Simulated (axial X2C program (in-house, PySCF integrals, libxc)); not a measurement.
## NPO: properties at the nuclei

Calculated with an axial X2C code built on PySCF integrals: two-component X2C with atomic mean-field Coulomb and Gaunt terms, Gaussian nuclei, basis N dyall-av3z, P dyall-v3z, O dyall-av3z with contracted cores.

N–P–O held linear, with bonds 1.491 and 1.470 Å (near the PBE0 minimum at charge 0 of the determinant lowest at the starting distance; the state shown can have its own minimum elsewhere, held linear; other orders of the atoms were not compared).

Input and command:
```json
{"zs": [7, 15, 8], "q": 0, "bas": ["dyall-av3z", "dyall-v3z", "dyall-av3z"], "r0": [1.62, 1.59], "symm": 0, "scan": ["PBE0", "HF", "BHandHLYP"], "levels": ["PBE0", "HF", "BHandHLYP"], "nst": 2}
```
```bash
python solin.py task.json out
```

Keys: zs atomic numbers; q charge; bas basis sets; r0 starting distance in Å; symm equal bonds; scan levels of the two-bond scan; levels methods; nst determinants followed.

Determinant lowest in the PBE0 search, Ω = 0 (closed shell), highest spinor 57% N p, 18% O p, 14% P d:

```tsv
level	qzz N (a.u.)	qzz P (a.u.)	qzz O (a.u.)	μ (D)
PBE0	0.44	-1.51	1.02	0.83
HF	0.29	-2.24	1.09	1.02
BHandHLYP	0.41	-1.79	1.06	0.87
```

qzz is the electric field gradient, eQq0 = 234.96 MHz × Q/barn × qzz; μ is positive if the O end (last atom) is positive. The operators were transformed with the bare-nucleus X2C matrices; with these basis sets, hyperfine constants and field gradients can be off by tens of per cent, and where levels differ in sign neither size nor sign is settled.

Q: With Q(14N) = 0.02044 barn, Q(17O) = -0.02558 barn (Q from Pyykkö, Mol. Phys. 2018), turn the PBE0 values of the first state into constants in MHz.

A: eQq0(14N) = 234.96 × (0.02044) × (0.44) = 2.11 MHz; eQq0(17O) = 234.96 × (-0.02558) × (1.02) = -6.13 MHz.

The molecule was held linear; bending was not examined, so a bent shape may lie lower.

Each state is one determinant with collinear spin. The search compared states at one distance, so a state with another bond length can lie lower.
